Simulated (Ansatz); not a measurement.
# Worked example: the barrier

An elementary step of SiN2H8, closed shell (SiN₂H₆ ([NH2][SiH2][NH2]) + H₂ → SiNH₅ ([NH2][SiH3]) + NH₃; bonds formed: Si1–H7, N2–H6; bonds broken: Si1–N2, H6–H7). “Start” is the structure reached by relaxing down from the saddle towards the reactants; PBE0-D4/def2-TZVP structures. The saddle:

```
11
angstrom
Si -0.2588 -0.5319 0.2047
N 1.3474 -0.0231 -0.6070
H -0.7444 -1.5015 -0.8495
H 0.0954 -1.4496 1.3178
N -1.5401 0.5858 0.0965
H 1.2852 0.6092 0.4207
H 0.5417 0.7767 1.2863
H 2.0552 -0.7325 -0.7605
H 1.2317 0.5498 -1.4346
H -1.6283 1.3661 0.7237
H -2.3850 0.3512 -0.3982
```

Computed with Ansatz 0.2.0 (basis: def2-TZVPP and def2-QZVPP); correlated methods freeze the cores.

Energies in eV:

| quantity | saddle | start |
| --- | --- | --- |
| Hartree–Fock, triple zeta (X = 3) | -10952.25984 | -10954.84089 |
| Hartree–Fock, quadruple zeta (X = 4) | -10952.68143 | -10955.27582 |
| MP2 correlation, X = 3 | -16.71550 | -16.18998 |
| MP2 correlation, X = 4 | -17.87758 | -17.35235 |
| CCSD(T) correlation, X = 3 | -18.37526 | -17.84217 |

Work out the barrier at the basis limit: extrapolate Hartree–Fock as E(X) = E∞ + A exp(−7.88 √X) and the MP2 correlation as E(X) = E∞ + B X^−2.97 (the exponents that Neese and Valeev fitted for def2-TZVPP and QZVPP), then add CCSD(T) − MP2 in triple zeta.

Each step is linear, so take the differences first (saddle − start): Hartree–Fock 2.58105 (X = 3) and 2.59439 (X = 4); MP2 correlation -0.52552 and -0.52523; CCSD(T) correlation -0.53309.
Two points give E∞ = E(4) + w [E(4) − E(3)], with w = 1/(exp(7.88 (2 − √3)) − 1) = 0.1377 for Hartree–Fock and w = 1/((4/3)^2.97 − 1) = 0.7407 for the correlation.
Hartree–Fock: 2.59439 + 0.1377 × 0.01334 = 2.5962 eV.
MP2 correlation: -0.52523 + 0.7407 × 0.00029 = -0.5250 eV.
CCSD(T) − MP2: -0.53309 − (-0.52552) = -0.0076 eV.
Sum: 2.5962 + (-0.5250) + (-0.0076) = 2.0636 eV, or 47.59 kcal/mol. Plain CCSD(T) in triple zeta gives 2.0480 eV, so the larger basis shifts the result by 0.0156 eV.

The T1 diagnostic stays at or below 0.011.

Labels in which every atom is bracketed show which atoms are joined, not bond orders.

For scale, one of the runs: CCSD(T)/def2-TZVPP, 216 basis functions (an equivalent command: `ansatz run in.yaml --threads 4`). Hardware: 4 CPU threads, shared host. Wall time 35 s; peak host memory 3.1 GiB.
